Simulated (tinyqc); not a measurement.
RKS/PBE0 in the sto-3g basis, for LiH, spin multiplicity 1, step by step. Computed by tinyqc, a small Python program that keeps every step (integrals from PySCF). Settings: charge = 0, multiplicity = 1, basis = sto-3g, energy threshold = 1e-10, iteration cap = 81, orthogonalisation = symmetric, start = Wolfsberg-Helmholz matrix, DIIS depth = 4, method = RKS, functional = pbe0, grid = [10, 26]. Command: `OMP_NUM_THREADS=1 python tinyqc.py 22530 22531 out.jsonl` (the two numbers bound the seeds that draw the settings). One thread of a shared host (Intel(R) Xeon(R) Processor @ 2.60GHz), about 0.6 s of CPU time with the checks. Later iterations appear only in the table of the cycle.

## One-electron integrals

Geometry (angstrom):
```
atom       x       y       z
Li    0.0000  0.0000  0.0000
H     0.0000  0.0000  1.6610
```

Basis sto-3g: exponents (1/bohr^2) and contraction coefficients of normalised primitives:
```
element  l (shell)  exponent  coefficient
Li           s (1)   16.1196       0.1543
Li           s (1)    2.9362       0.5353
Li           s (1)    0.7947       0.4446
Li           s (2)    0.6363      -0.1000
Li           s (2)    0.1479       0.3995
Li           s (2)    0.0481       0.7001
Li           p (3)    0.6363       0.1559
Li           p (3)    0.1479       0.6077
Li           p (3)    0.0481       0.3920
H            s (1)    3.4253       0.1543
H            s (1)    0.6239       0.5353
H            s (1)    0.1689       0.4446
```

Overlap, kinetic and nuclear-attraction integrals over the contracted functions; the nuclear repulsion is the sum of Za Zb / Rab.

nuclear repulsion = 0.955769 hartree

overlap S, order 1Li 1s, 1Li 2s, 1Li 2px, 1Li 2py, 1Li 2pz, 2H 1s:
$$\begin{pmatrix}
1.0000 & 0.2411 & 0.0000 & 0.0000 & 0.0000 & 0.0584 \\
0.2411 & 1.0000 & 0.0000 & 0.0000 & 0.0000 & 0.3801 \\
0.0000 & 0.0000 & 1.0000 & 0.0000 & 0.0000 & 0.0000 \\
0.0000 & 0.0000 & 0.0000 & 1.0000 & 0.0000 & 0.0000 \\
0.0000 & 0.0000 & 0.0000 & 0.0000 & 1.0000 & 0.5010 \\
0.0584 & 0.3801 & 0.0000 & 0.0000 & 0.5010 & 1.0000
\end{pmatrix}$$

kinetic energy T (hartree), order 1Li 1s, 1Li 2s, 1Li 2px, 1Li 2py, 1Li 2pz, 2H 1s:
$$\begin{pmatrix}
3.5768 & -0.0202 & 0.0000 & 0.0000 & 0.0000 & -0.0146 \\
-0.0202 & 0.1022 & 0.0000 & 0.0000 & 0.0000 & 0.0381 \\
0.0000 & 0.0000 & 0.3197 & 0.0000 & 0.0000 & 0.0000 \\
0.0000 & 0.0000 & 0.0000 & 0.3197 & 0.0000 & 0.0000 \\
0.0000 & 0.0000 & 0.0000 & 0.0000 & 0.3197 & 0.1192 \\
-0.0146 & 0.0381 & 0.0000 & 0.0000 & 0.1192 & 0.7600
\end{pmatrix}$$

nuclear attraction V (hartree), order 1Li 1s, 1Li 2s, 1Li 2px, 1Li 2py, 1Li 2pz, 2H 1s:
$$\begin{pmatrix}
-8.3015 & -1.0412 & 0.0000 & 0.0000 & -0.0149 & -0.2498 \\
-1.0412 & -1.4914 & 0.0000 & 0.0000 & -0.1187 & -0.6941 \\
0.0000 & 0.0000 & -1.4499 & 0.0000 & 0.0000 & 0.0000 \\
0.0000 & 0.0000 & 0.0000 & -1.4499 & 0.0000 & 0.0000 \\
-0.0149 & -0.1187 & 0.0000 & 0.0000 & -1.5451 & -0.9265 \\
-0.2498 & -0.6941 & 0.0000 & 0.0000 & -0.9265 & -2.1805
\end{pmatrix}$$

core Hamiltonian H = T + V (hartree), order 1Li 1s, 1Li 2s, 1Li 2px, 1Li 2py, 1Li 2pz, 2H 1s:
$$\begin{pmatrix}
-4.7247 & -1.0614 & 0.0000 & 0.0000 & -0.0149 & -0.2644 \\
-1.0614 & -1.3892 & 0.0000 & 0.0000 & -0.1187 & -0.6559 \\
0.0000 & 0.0000 & -1.1302 & 0.0000 & 0.0000 & 0.0000 \\
0.0000 & 0.0000 & 0.0000 & -1.1302 & 0.0000 & 0.0000 \\
-0.0149 & -0.1187 & 0.0000 & 0.0000 & -1.2254 & -0.8073 \\
-0.2644 & -0.6559 & 0.0000 & 0.0000 & -0.8073 & -1.4205
\end{pmatrix}$$

## Two-electron integrals

Functions are numbered as in S; the eight-fold symmetry (ij|kl) = (ji|kl) = (kl|ij) leaves the list below.

Two-electron integrals (ij|kl) in chemists' order, unique and non-zero (hartree):
```
(11|11) 1.6804   (21|11) 0.2654   (21|21) 0.0499   (22|11) 0.3977
(22|21) 0.0929   (22|22) 0.2906   (31|31) 0.0090   (32|31) 0.0138
(32|32) 0.0642   (33|11) 0.3966   (33|21) 0.0929   (33|22) 0.2905
(33|33) 0.3129   (41|41) 0.0090   (42|41) 0.0138   (42|42) 0.0642
(43|43) 0.0169   (44|11) 0.3966   (44|21) 0.0929   (44|22) 0.2905
(44|33) 0.2792   (44|44) 0.3129   (51|51) 0.0090   (52|51) 0.0138
(52|52) 0.0642   (53|53) 0.0169   (54|54) 0.0169   (55|11) 0.3966
(55|21) 0.0929   (55|22) 0.2905   (55|33) 0.2792   (55|44) 0.2792
(55|55) 0.3129   (61|11) 0.0624   (61|21) 0.0118   (61|22) 0.0223
(61|33) 0.0221   (61|44) 0.0221   (61|51) 0.0014   (61|52) 0.0027
(61|55) 0.0229   (61|61) 0.0030   (62|11) 0.1412   (62|21) 0.0333
(62|22) 0.1097   (62|33) 0.1041   (62|44) 0.1041   (62|51) 0.0054
(62|52) 0.0324   (62|55) 0.1207   (62|61) 0.0094   (62|62) 0.0680
(63|31) 0.0027   (63|32) 0.0125   (63|53) 0.0050   (63|63) 0.0050
(64|41) 0.0027   (64|42) 0.0125   (64|54) 0.0050   (64|64) 0.0050
(65|11) 0.1734   (65|21) 0.0414   (65|22) 0.1413   (65|33) 0.1318
(65|44) 0.1318   (65|51) 0.0084   (65|52) 0.0496   (65|55) 0.1602
(65|61) 0.0122   (65|62) 0.0961   (65|65) 0.1377   (66|11) 0.3177
(66|21) 0.0763   (66|22) 0.2752   (66|33) 0.2512   (66|44) 0.2512
(66|51) 0.0143   (66|52) 0.1037   (66|55) 0.3230   (66|61) 0.0225
(66|62) 0.2125   (66|65) 0.3120   (66|66) 0.7746
```

## Orthogonalisation

S = U s U^T; symmetric (Loewdin) form X = U s^(-1/2) U^T, so that X^T S X = 1.

eigenvalues of S: [0.3644, 0.7996, 1.0000, 1.0000, 1.1727, 1.6633]

X, order 1Li 1s, 1Li 2s, 1Li 2px, 1Li 2py, 1Li 2pz, 2H 1s:
$$\begin{pmatrix}
1.0232 & -0.1296 & 0.0000 & 0.0000 & -0.0058 & 0.0101 \\
-0.1296 & 1.1026 & 0.0000 & 0.0000 & 0.1038 & -0.2622 \\
0.0000 & 0.0000 & 1.0000 & 0.0000 & 0.0000 & 0.0000 \\
0.0000 & 0.0000 & 0.0000 & 1.0000 & 0.0000 & 0.0000 \\
-0.0058 & 0.1038 & 0.0000 & 0.0000 & 1.1350 & -0.3420 \\
0.0101 & -0.2622 & 0.0000 & 0.0000 & -0.3420 & 1.2130
\end{pmatrix}$$

## Starting guess

The start is the generalised Wolfsberg-Helmholz matrix (K = 1.75) built on H; D = 2 C_occ C_occ^T.

D at the start, order 1Li 1s, 1Li 2s, 1Li 2px, 1Li 2py, 1Li 2pz, 2H 1s:
$$\begin{pmatrix}
1.9819 & 0.0278 & 0.0000 & 0.0000 & -0.0969 & -0.1492 \\
0.0278 & 0.1311 & 0.0000 & 0.0000 & 0.2076 & 0.3174 \\
0.0000 & 0.0000 & 0.0000 & 0.0000 & 0.0000 & 0.0000 \\
0.0000 & 0.0000 & 0.0000 & 0.0000 & 0.0000 & 0.0000 \\
-0.0969 & 0.2076 & 0.0000 & 0.0000 & 0.3387 & 0.5179 \\
-0.1492 & 0.3174 & 0.0000 & 0.0000 & 0.5179 & 0.7921
\end{pmatrix}$$

## Iteration 1: exchange-correlation on the grid

Becke grid with 10 radial and 26 angular points per atom, points of zero weight dropped. rho = sum D_ij phi_i phi_j; V_xc,ij = sum w v_xc phi_i phi_j plus the gradient terms; v_xc is d(rho eps)/d rho at fixed gradient. Exact exchange is left to K.

The 12 grid points with the largest w rho, of 514 (bohr, atomic units):
```
x              y        z       w     rho  |grad rho|^2   eps_xc     v_xc
0.0000    0.0000   2.3814  0.6847  0.1280        0.0534  -0.3338  -0.4261
0.0000    0.0000  -0.6506  0.1314  0.3934        4.1188  -0.5062  -0.5431
0.0000    0.0000   0.6506  0.1314  0.3844        3.8804  -0.5025  -0.5393
-0.6506   0.0000   0.0000  0.1314  0.3826        4.0649  -0.5046  -0.5367
0.6506    0.0000   0.0000  0.1314  0.3826        4.0649  -0.5046  -0.5367
0.0000    0.6506   0.0000  0.1314  0.3826        4.0649  -0.5046  -0.5367
0.0000   -0.6506   0.0000  0.1314  0.3826        4.0649  -0.5046  -0.5367
-1.6839   0.0000   1.6839  3.2233  0.0128      3.19e-04  -0.1684  -0.2079
0.0000   -1.6839   1.6839  3.2233  0.0128      3.19e-04  -0.1684  -0.2079
0.0000    1.6839   1.6839  3.2233  0.0128      3.19e-04  -0.1684  -0.2079
1.6839    0.0000   1.6839  3.2233  0.0128      3.19e-04  -0.1684  -0.2079
0.4600    0.0000  -0.4600  0.1051  0.3891        4.1128  -0.5057  -0.5404
```

electrons on the grid, sum of w rho = 4.0442

E_xc = sum of w rho eps_xc = -1.747161 hartree

V_xc (hartree), order 1Li 1s, 1Li 2s, 1Li 2px, 1Li 2py, 1Li 2pz, 2H 1s:
$$\begin{pmatrix}
-0.8388 & -0.1077 & 0.0000 & 0.0000 & -0.0023 & -0.0263 \\
-0.1077 & -0.1317 & 0.0000 & 0.0000 & -0.0427 & -0.0971 \\
0.0000 & 0.0000 & -0.1159 & 0.0000 & 0.0000 & 0.0000 \\
0.0000 & 0.0000 & 0.0000 & -0.1159 & 0.0000 & 0.0000 \\
-0.0023 & -0.0427 & 0.0000 & 0.0000 & -0.1596 & -0.1390 \\
-0.0263 & -0.0971 & 0.0000 & 0.0000 & -0.1390 & -0.3586
\end{pmatrix}$$

## Iteration 1: building the Kohn-Sham matrix

J_ij = sum D_kl (ij|kl), K_ij = sum D_kl (ik|jl); F = H + J - 0.125 K + V_xc; E = tr D H + tr D J / 2 - 0.0625 tr D K + E_xc + E_nn.

Coulomb J (hartree), order 1Li 1s, 1Li 2s, 1Li 2px, 1Li 2py, 1Li 2pz, 2H 1s:
$$\begin{pmatrix}
4.0340 & 0.6934 & 0.0000 & 0.0000 & 0.0270 & 0.1713 \\
0.6934 & 1.3573 & 0.0000 & 0.0000 & 0.1773 & 0.6576 \\
0.0000 & 0.0000 & 1.3189 & 0.0000 & 0.0000 & 0.0000 \\
0.0000 & 0.0000 & 0.0000 & 1.3189 & 0.0000 & 0.0000 \\
0.0270 & 0.1773 & 0.0000 & 0.0000 & 1.4269 & 0.8850 \\
0.1713 & 0.6576 & 0.0000 & 0.0000 & 0.8850 & 1.8846
\end{pmatrix}$$

exchange K (hartree), order 1Li 1s, 1Li 2s, 1Li 2px, 1Li 2py, 1Li 2pz, 2H 1s:
$$\begin{pmatrix}
3.3475 & 0.5618 & 0.0000 & 0.0000 & -0.0034 & 0.1388 \\
0.5618 & 0.3111 & 0.0000 & 0.0000 & 0.2758 & 0.4558 \\
0.0000 & 0.0000 & 0.0490 & 0.0000 & 0.0000 & 0.0000 \\
0.0000 & 0.0000 & 0.0000 & 0.0490 & 0.0000 & 0.0000 \\
-0.0034 & 0.2758 & 0.0000 & 0.0000 & 0.4370 & 0.6391 \\
0.1388 & 0.4558 & 0.0000 & 0.0000 & 0.6391 & 1.1646
\end{pmatrix}$$

Kohn-Sham matrix F (hartree), order 1Li 1s, 1Li 2s, 1Li 2px, 1Li 2py, 1Li 2pz, 2H 1s:
$$\begin{pmatrix}
-1.9480 & -0.5459 & 0.0000 & 0.0000 & 0.0102 & -0.1368 \\
-0.5459 & -0.2025 & 0.0000 & 0.0000 & -0.0186 & -0.1524 \\
0.0000 & 0.0000 & 0.0667 & 0.0000 & 0.0000 & 0.0000 \\
0.0000 & 0.0000 & 0.0000 & 0.0667 & 0.0000 & 0.0000 \\
0.0102 & -0.0186 & 0.0000 & 0.0000 & -0.0127 & -0.1412 \\
-0.1368 & -0.1524 & 0.0000 & 0.0000 & -0.1412 & -0.0400
\end{pmatrix}$$

total energy of this density = -7.937412 hartree

## Iteration 1: diagonalisation and new density

Diagonalise F' = X^T F X, C = X C', fill 2 alpha and 2 beta electrons from the bottom; D = 2 C_occ C_occ^T. Each column has its largest component positive (the first on a tie).

F' = X^T F X (hartree):
$$\begin{pmatrix}
-1.9004 & -0.3066 & 0.0000 & 0.0000 & 0.0097 & -0.0287 \\
-0.3066 & -0.0438 & 0.0000 & 0.0000 & 0.0585 & -0.1653 \\
0.0000 & 0.0000 & 0.0667 & 0.0000 & 0.0000 & 0.0000 \\
0.0000 & 0.0000 & 0.0000 & 0.0667 & 0.0000 & 0.0000 \\
0.0097 & 0.0585 & 0.0000 & 0.0000 & 0.0927 & -0.2102 \\
-0.0287 & -0.1653 & 0.0000 & 0.0000 & -0.2102 & 0.1357
\end{pmatrix}$$

orbital energies (hartree): MO1 -1.9513, MO2 -0.1406, MO3 -0.0148, MO4 0.0667, MO5 0.0667, MO6 0.3908

coefficients C, order 1Li 1s, 1Li 2s, 1Li 2px, 1Li 2py, 1Li 2pz, 2H 1s:
$$\begin{pmatrix}
0.9889 & -0.1719 & -0.2153 & 0.0000 & 0.0000 & 0.1000 \\
0.0422 & 0.4845 & 0.7897 & 0.0000 & 0.0000 & -0.6723 \\
0.0000 & 0.0000 & 0.0000 & -0.2434 & 0.9699 & 0.0000 \\
0.0000 & 0.0000 & 0.0000 & 0.9699 & 0.2434 & 0.0000 \\
-0.0053 & 0.3700 & -0.6222 & 0.0000 & 0.0000 & -0.9444 \\
0.0011 & 0.5170 & -0.1358 & 0.0000 & 0.0000 & 1.1711
\end{pmatrix}$$

D after iteration 1, order 1Li 1s, 1Li 2s, 1Li 2px, 1Li 2py, 1Li 2pz, 2H 1s:
$$\begin{pmatrix}
2.0149 & -0.0831 & 0.0000 & 0.0000 & -0.1377 & -0.1755 \\
-0.0831 & 0.4730 & 0.0000 & 0.0000 & 0.3581 & 0.5010 \\
0.0000 & 0.0000 & 0.0000 & 0.0000 & 0.0000 & 0.0000 \\
0.0000 & 0.0000 & 0.0000 & 0.0000 & 0.0000 & 0.0000 \\
-0.1377 & 0.3581 & 0.0000 & 0.0000 & 0.2739 & 0.3826 \\
-0.1755 & 0.5010 & 0.0000 & 0.0000 & 0.3826 & 0.5346
\end{pmatrix}$$

Within a degenerate level the vectors are fixed only up to a rotation; this is one choice.

## Iteration 2: exchange-correlation on the grid

As before.

The 12 grid points with the largest w rho, of 514 (bohr, atomic units):
```
x              y        z       w     rho  |grad rho|^2   eps_xc     v_xc
0.0000    0.0000   2.3814  0.6847  0.1056        0.0274  -0.3144  -0.4047
0.0000    0.0000  -0.6506  0.1314  0.3953        4.2281  -0.5076  -0.5434
-0.6506   0.0000   0.0000  0.1314  0.3836        4.1214  -0.5053  -0.5369
0.0000   -0.6506   0.0000  0.1314  0.3836        4.1214  -0.5053  -0.5369
0.6506    0.0000   0.0000  0.1314  0.3836        4.1214  -0.5053  -0.5369
0.0000    0.6506   0.0000  0.1314  0.3836        4.1214  -0.5053  -0.5369
0.0000    0.0000   0.6506  0.1314  0.3816        3.9092  -0.5026  -0.5372
-1.6839   0.0000   1.6839  3.2233  0.0150      2.99e-04  -0.1753  -0.2244
0.0000   -1.6839   1.6839  3.2233  0.0150      2.99e-04  -0.1753  -0.2244
0.0000    1.6839   1.6839  3.2233  0.0150      2.99e-04  -0.1753  -0.2244
1.6839    0.0000   1.6839  3.2233  0.0150      2.99e-04  -0.1753  -0.2244
-0.4600   0.0000  -0.4600  0.1051  0.3910        4.2049  -0.5069  -0.5409
```

electrons on the grid, sum of w rho = 4.0471

E_xc = sum of w rho eps_xc = -1.707849 hartree

V_xc (hartree), order 1Li 1s, 1Li 2s, 1Li 2px, 1Li 2py, 1Li 2pz, 2H 1s:
$$\begin{pmatrix}
-0.8405 & -0.1081 & 0.0000 & 0.0000 & -0.0029 & -0.0264 \\
-0.1081 & -0.1339 & 0.0000 & 0.0000 & -0.0542 & -0.0957 \\
0.0000 & 0.0000 & -0.1240 & 0.0000 & 0.0000 & 0.0000 \\
0.0000 & 0.0000 & 0.0000 & -0.1240 & 0.0000 & 0.0000 \\
-0.0029 & -0.0542 & 0.0000 & 0.0000 & -0.1498 & -0.1350 \\
-0.0264 & -0.0957 & 0.0000 & 0.0000 & -0.1350 & -0.3376
\end{pmatrix}$$

## Iteration 2: building the Kohn-Sham matrix

As before.

Coulomb J (hartree), order 1Li 1s, 1Li 2s, 1Li 2px, 1Li 2py, 1Li 2pz, 2H 1s:
$$\begin{pmatrix}
4.0607 & 0.6976 & 0.0000 & 0.0000 & 0.0264 & 0.1718 \\
0.6976 & 1.3603 & 0.0000 & 0.0000 & 0.1671 & 0.6376 \\
0.0000 & 0.0000 & 1.3293 & 0.0000 & 0.0000 & 0.0000 \\
0.0000 & 0.0000 & 0.0000 & 1.3293 & 0.0000 & 0.0000 \\
0.0264 & 0.1671 & 0.0000 & 0.0000 & 1.4151 & 0.8507 \\
0.1718 & 0.6376 & 0.0000 & 0.0000 & 0.8507 & 1.7743
\end{pmatrix}$$

exchange K (hartree), order 1Li 1s, 1Li 2s, 1Li 2px, 1Li 2py, 1Li 2pz, 2H 1s:
$$\begin{pmatrix}
3.3604 & 0.5545 & 0.0000 & 0.0000 & -0.0078 & 0.1325 \\
0.5545 & 0.3995 & 0.0000 & 0.0000 & 0.3077 & 0.4877 \\
0.0000 & 0.0000 & 0.0689 & 0.0000 & 0.0000 & 0.0000 \\
0.0000 & 0.0000 & 0.0000 & 0.0689 & 0.0000 & 0.0000 \\
-0.0078 & 0.3077 & 0.0000 & 0.0000 & 0.3749 & 0.5566 \\
0.1325 & 0.4877 & 0.0000 & 0.0000 & 0.5566 & 0.9978
\end{pmatrix}$$

Kohn-Sham matrix F (hartree), order 1Li 1s, 1Li 2s, 1Li 2px, 1Li 2py, 1Li 2pz, 2H 1s:
$$\begin{pmatrix}
-1.9245 & -0.5412 & 0.0000 & 0.0000 & 0.0096 & -0.1356 \\
-0.5412 & -0.2128 & 0.0000 & 0.0000 & -0.0443 & -0.1750 \\
0.0000 & 0.0000 & 0.0666 & 0.0000 & 0.0000 & 0.0000 \\
0.0000 & 0.0000 & 0.0000 & 0.0666 & 0.0000 & 0.0000 \\
0.0096 & -0.0443 & 0.0000 & 0.0000 & -0.0070 & -0.1612 \\
-0.1356 & -0.1750 & 0.0000 & 0.0000 & -0.1612 & -0.1085
\end{pmatrix}$$

total energy of this density = -7.954099 hartree

## Iteration 2: DIIS over 2 matrices

error matrix X^T (FDS - SDF) X:
$$\begin{pmatrix}
0.0000 & 0.0026 & 0.0000 & 0.0000 & 0.0032 & -0.0070 \\
-0.0026 & 0.0000 & 0.0000 & 0.0000 & -0.0080 & 0.0320 \\
0.0000 & 0.0000 & 0.0000 & 0.0000 & 0.0000 & 0.0000 \\
0.0000 & 0.0000 & 0.0000 & 0.0000 & 0.0000 & 0.0000 \\
-0.0032 & 0.0080 & 0.0000 & 0.0000 & 0.0000 & 0.0388 \\
0.0070 & -0.0320 & 0.0000 & 0.0000 & -0.0388 & 0.0000
\end{pmatrix}$$

B (overlaps of the stored error matrices):
$$\begin{pmatrix}
2.0895271e-02 & -8.7417312e-03 \\
-8.7417312e-03 & 5.3246409e-03
\end{pmatrix}$$

Minimise |sum c_i e_i|^2 with sum c_i = 1: solve [B -1; -1 0][c; lambda] = [0; -1] with B_ij = tr e_i^T e_j, and take F = sum c_i F_i.

DIIS coefficients: [0.3219, 0.6781]

extrapolated F (hartree), order 1Li 1s, 1Li 2s, 1Li 2px, 1Li 2py, 1Li 2pz, 2H 1s:
$$\begin{pmatrix}
-1.9321 & -0.5427 & 0.0000 & 0.0000 & 0.0098 & -0.1360 \\
-0.5427 & -0.2095 & 0.0000 & 0.0000 & -0.0360 & -0.1677 \\
0.0000 & 0.0000 & 0.0666 & 0.0000 & 0.0000 & 0.0000 \\
0.0000 & 0.0000 & 0.0000 & 0.0666 & 0.0000 & 0.0000 \\
0.0098 & -0.0360 & 0.0000 & 0.0000 & -0.0089 & -0.1547 \\
-0.1360 & -0.1677 & 0.0000 & 0.0000 & -0.1547 & -0.0865
\end{pmatrix}$$

## Iteration 2: diagonalisation and new density

As before.

F' = X^T F X (hartree):
$$\begin{pmatrix}
-1.8847 & -0.3045 & 0.0000 & 0.0000 & 0.0111 & -0.0273 \\
-0.3045 & -0.0504 & 0.0000 & 0.0000 & 0.0427 & -0.1660 \\
0.0000 & 0.0000 & 0.0666 & 0.0000 & 0.0000 & 0.0000 \\
0.0000 & 0.0000 & 0.0000 & 0.0666 & 0.0000 & 0.0000 \\
0.0111 & 0.0427 & 0.0000 & 0.0000 & 0.0997 & -0.2100 \\
-0.0273 & -0.1660 & 0.0000 & 0.0000 & -0.2100 & 0.0852
\end{pmatrix}$$

orbital energies (hartree): MO1 -1.9355, MO2 -0.1740, MO3 -0.0011, MO4 0.0666, MO5 0.0666, MO6 0.3603

coefficients C, order 1Li 1s, 1Li 2s, 1Li 2px, 1Li 2py, 1Li 2pz, 2H 1s:
$$\begin{pmatrix}
0.9886 & -0.1698 & -0.2186 & 0.0000 & 0.0000 & 0.0989 \\
0.0431 & 0.4632 & 0.8110 & 0.0000 & 0.0000 & -0.6617 \\
0.0000 & 0.0000 & 0.0000 & 0.0969 & 0.9953 & 0.0000 \\
0.0000 & 0.0000 & 0.0000 & 0.9953 & -0.0969 & 0.0000 \\
-0.0047 & 0.3382 & -0.5912 & 0.0000 & 0.0000 & -0.9757 \\
0.0012 & 0.5549 & -0.1739 & 0.0000 & 0.0000 & 1.1485
\end{pmatrix}$$

D after iteration 2, order 1Li 1s, 1Li 2s, 1Li 2px, 1Li 2py, 1Li 2pz, 2H 1s:
$$\begin{pmatrix}
2.0125 & -0.0721 & 0.0000 & 0.0000 & -0.1241 & -0.1861 \\
-0.0721 & 0.4328 & 0.0000 & 0.0000 & 0.3129 & 0.5141 \\
0.0000 & 0.0000 & 0.0000 & 0.0000 & 0.0000 & 0.0000 \\
0.0000 & 0.0000 & 0.0000 & 0.0000 & 0.0000 & 0.0000 \\
-0.1241 & 0.3129 & 0.0000 & 0.0000 & 0.2288 & 0.3753 \\
-0.1861 & 0.5141 & 0.0000 & 0.0000 & 0.3753 & 0.6157
\end{pmatrix}$$

Within a degenerate level the vectors are fixed only up to a rotation; this is one choice.

## Iteration 7 (converged): orbitals

converged F (hartree), order 1Li 1s, 1Li 2s, 1Li 2px, 1Li 2py, 1Li 2pz, 2H 1s:
$$\begin{pmatrix}
-1.9304 & -0.5421 & 0.0000 & 0.0000 & 0.0097 & -0.1356 \\
-0.5421 & -0.2146 & 0.0000 & 0.0000 & -0.0390 & -0.1722 \\
0.0000 & 0.0000 & 0.0637 & 0.0000 & 0.0000 & 0.0000 \\
0.0000 & 0.0000 & 0.0000 & 0.0637 & 0.0000 & 0.0000 \\
0.0097 & -0.0390 & 0.0000 & 0.0000 & -0.0037 & -0.1545 \\
-0.1356 & -0.1722 & 0.0000 & 0.0000 & -0.1545 & -0.0933
\end{pmatrix}$$

As before.

F' = X^T F X (hartree):
$$\begin{pmatrix}
-1.8832 & -0.3036 & 0.0000 & 0.0000 & 0.0112 & -0.0266 \\
-0.3036 & -0.0553 & 0.0000 & 0.0000 & 0.0402 & -0.1676 \\
0.0000 & 0.0000 & 0.0637 & 0.0000 & 0.0000 & 0.0000 \\
0.0000 & 0.0000 & 0.0000 & 0.0637 & 0.0000 & 0.0000 \\
0.0112 & 0.0402 & 0.0000 & 0.0000 & 0.1049 & -0.2087 \\
-0.0266 & -0.1676 & 0.0000 & 0.0000 & -0.2087 & 0.0776
\end{pmatrix}$$

orbital energies (hartree): MO1 -1.9338, MO2 -0.1799, MO3 0.0011, MO4 0.0637, MO5 0.0637, MO6 0.3566

coefficients C, order 1Li 1s, 1Li 2s, 1Li 2px, 1Li 2py, 1Li 2pz, 2H 1s:
$$\begin{pmatrix}
0.9886 & -0.1742 & -0.2156 & 0.0000 & 0.0000 & 0.0980 \\
0.0432 & 0.4776 & 0.8068 & 0.0000 & 0.0000 & -0.6565 \\
0.0000 & 0.0000 & 0.0000 & 0.0996 & 0.9950 & 0.0000 \\
0.0000 & 0.0000 & 0.0000 & 0.9950 & -0.0996 & 0.0000 \\
-0.0045 & 0.3188 & -0.5890 & 0.0000 & 0.0000 & -0.9835 \\
0.0010 & 0.5575 & -0.1979 & 0.0000 & 0.0000 & 1.1433
\end{pmatrix}$$

D after iteration 7, order 1Li 1s, 1Li 2s, 1Li 2px, 1Li 2py, 1Li 2pz, 2H 1s:
$$\begin{pmatrix}
2.0154 & -0.0810 & 0.0000 & 0.0000 & -0.1199 & -0.1923 \\
-0.0810 & 0.4600 & 0.0000 & 0.0000 & 0.3042 & 0.5327 \\
0.0000 & 0.0000 & 0.0000 & 0.0000 & 0.0000 & 0.0000 \\
0.0000 & 0.0000 & 0.0000 & 0.0000 & 0.0000 & 0.0000 \\
-0.1199 & 0.3042 & 0.0000 & 0.0000 & 0.2033 & 0.3555 \\
-0.1923 & 0.5327 & 0.0000 & 0.0000 & 0.3555 & 0.6217
\end{pmatrix}$$

Within a degenerate level the vectors are fixed only up to a rotation; this is one choice.

## Convergence

Stop when the energy changes by less than 1e-10 hartree and every element of the error matrix X^T (F D S - S D F) X is below 3e-06.

Course of the cycle:
```
iteration  E (hartree)     change  largest element of the error matrix
1            -7.937412          -                             7.67e-02
2            -7.954099  -1.67e-02                             3.88e-02
3            -7.955922  -1.82e-03                             5.30e-03
4            -7.956081  -1.59e-04                             1.74e-03
5            -7.956084  -3.58e-06                             3.61e-05
6            -7.956084  -3.82e-09                             9.40e-07
7            -7.956084  -2.62e-12                             3.50e-08
```

PySCF RKS in the same basis, fine grid = -7.925538 hartree

Converged in 7 iterations. The coarse grid moves the energy by -3.05e-02 hartree.

## Populations, bond orders and dipole

Mulliken: Z minus the diagonal of D S on the atom; Loewdin: the same with S^(1/2) D S^(1/2); Mayer order: 2 sum_s sum (D(s) S)_ij (D(s) S)_ji over the two atoms.

Charges (e):
```
atom  Mulliken  Loewdin
1Li    -0.0090  -0.0094
2H      0.0090   0.0094
```

Mayer bond orders:
```
pair   order
2-1   0.9999
```

dipole moment about the origin, x y z (debye): [0.0000, 0.0000, -4.7753]
